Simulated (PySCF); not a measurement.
# Computed spin Hamiltonian

Compound: C5H6 (charge +1 and doublet state).
Cartesian coordinates in Å at the GFN2-xTB level; atoms count from 1:
```xyz
11
C5H6 angstrom
C      2.4861    0.3458   -0.1425
C      1.4660   -0.4085   -0.6474
C      0.1559   -0.2402   -0.2513
C     -1.0182   -0.1092    0.0919
C     -2.3545    0.0447    0.4927
H      2.3083    1.1234    0.5862
H      3.5040    0.1836   -0.4626
H      1.6589   -1.1793   -1.3873
H     -2.4465    0.6722    1.3807
H     -2.8262   -0.9349    0.6392
H     -2.9283    0.5051   -0.3256
```

The hyperfine couplings belong to this conformer and change with its torsions.

The species is `[CH2+][CH]C#CC` [radical] (charge +1).

The calculation used UKS B3LYP, pcH-1 on C H, non-relativistic, mean-field spin-orbit, GIAO in PySCF 2.14.0. Isolated species at its GFN2-xTB geometry (one conformer only). The geometry wasn't refined by DFT: couplings that depend on bond lengths, twists or pyramidal angles can differ widely from those at the functional's own minimum, by a factor of two or more for some ions and for spin on atoms past the first row. No stability test was run, so a lower SCF solution isn't excluded.

```json
{"g1, g2, g3": "2.00218, 2.00287, 2.00619", "g_iso": "2.00375", "Form of g": "rhombic: the two nearest values differ by 17 % of g3 − g1", "⟨S²⟩": "0.7630 (exact 0.7500)", "α and β electrons": "18, 17"}
```

Isotropic coupling and dipolar principal values T1 to T3, in G (MHz turned into gauss with g_iso; 10 G = 1 mT):

| atom | isotope | a_iso | T1 | T2 | T3 | Mulliken spin population |
| --- | --- | --- | --- | --- | --- | --- |
| C1 | 13C | 12.0 | -13.4 | -13.2 | 26.6 | 0.47 |
| C2 | 13C | -5.2 | -2.4 | -1.0 | 3.4 | 0.04 |
| C3 | 13C | -2.9 | -7.8 | -4.2 | 12.0 | 0.12 |
| C4 | 13C | 6.1 | -11.5 | -11.1 | 22.5 | 0.35 |
| C5 | 13C | -5.3 | -1.4 | -0.7 | 2.1 | -0.01 |
| H6 | 1H | -10.8 | -5.6 | -1.2 | 6.8 | -0.02 |
| H7 | 1H | -11.2 | -6.3 | -0.9 | 7.3 | -0.02 |
| H8 | 1H | -1.9 | -1.3 | -1.2 | 2.6 | 0.00 |
| H9 | 1H | 2.2 | -0.9 | -0.6 | 1.5 | 0.00 |
| H10 | 1H | 21.8 | -1.4 | -0.7 | 2.0 | 0.02 |
| H11 | 1H | 39.8 | -1.6 | -0.7 | 2.3 | 0.04 |

The Mulliken spin populations are largest on C1 (+0.47), C4 (+0.35) and C3 (+0.12).

The SMILES `[CH2+][CH]C#CC` draws the unpaired electron on C2, whose computed spin population is only +0.04.

Axes: g3 points within 7° of the C3–C4 bond.

Under fast tumbling the dipolar parts average out, and these isotropic splittings remain: 3 × 1H (H9/H10/H11, I = 1/2, 4 lines) with 2.13 mT, 1 × 1H (H7, I = 1/2, 2 lines) with 1.12 mT, 1 × 1H (H6, I = 1/2, 2 lines) with 1.08 mT and 1 × 1H (H8, I = 1/2, 2 lines) with 0.19 mT.

Means are taken over nuclei equivalent by connectivity, which assumes that they swap fast. H6 and H7 aren't averaged: C1 is flat or nearly so (angle sum 360°), and its turn about the short C1–C2 bond (1.37 Å) is taken as slow. The three 1H nuclei of mean +59.8 MHz run from 6.3 to 111.7 MHz in the frozen geometry.

The 13C coupling of C1 (33.8 MHz) shows only in satellite lines or after enrichment, since that isotope makes up about 1.07 % of natural carbon.

The spin density at the nucleus, in bohr⁻³, is negative for C5 (-0.0133), C2 (-0.0129) and C3 (-0.0072), for instance. A restricted open-shell determinant has no negative spin density anywhere; here it arises because α and β orbitals differ (spin polarisation).

Time: 18 s wall (with the writing of density and orbital grids); peak memory 0.69 GiB. Hardware: one thread, Arm Neoverse V2 (aarch64) (shared host).
